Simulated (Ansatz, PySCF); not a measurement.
Band gap (eV) of solids drawn from the class of oxides, at two levels: PBE (plane waves, PAW; Ansatz, a quantum-chemistry and plane-wave program), and Hartree–Fock (Ansatz, PySCF; the runs differ in potentials, basis or settings).

```csv
solid,PBE,Hartree–Fock
rock-salt BaO,2.04,10.66
cubic perovskite KTaO3,2.22,11.95
rock-salt MgO,4.78,15.79
rock-salt SrO,3.32,12.86
cuprite Ag2O,0.01,?
cubic perovskite BaZrO3,3.24,13.24
cubic perovskite BaHfO3,3.67,13.73
rock-salt CdO,0.00,9.21
corundum (α-Al2O3),6.25,?
α-quartz (SiO2),6.01,16.56
```

Task: Estimate the withheld Hartree–Fock values from the other rows.

Result: One way: carry over the typical difference. The differences Hartree–Fock − PBE of the other rows with open gaps, in order: 8.62, 9.54, 9.73, 10.00, 10.06, 10.55, 11.01; median 10.00. Cuprite Ag2O: 0.01 + (10.00) = 10.01 eV; the run gives 8.66 eV. Corundum (α-Al2O3): 6.25 + (10.00) = 16.25 eV; the run gives 17.58 eV. The differences spread from 8.62 to 11.01. Corundum (α-Al2O3) lies outside that spread.

Of 9 rows with both gaps open, Hartree–Fock is the larger in 9 and the smaller in 0.

Ansatz's runs of these crystals have no spin polarisation.

A gap of zero means that the bands touch or overlap. Density-functional gaps are differences of (generalised) Kohn–Sham levels.

Levels without +SOC have no spin–orbit coupling; where heavier elements are present it shifts gaps, mostly down, and can invert bands. Cells: PBE at the measured cell; Hartree–Fock at the measured cell. Ansatz's density-functional and Hartree–Fock values are scalar-relativistic unless marked +SOC, with PAW data made under PBE.
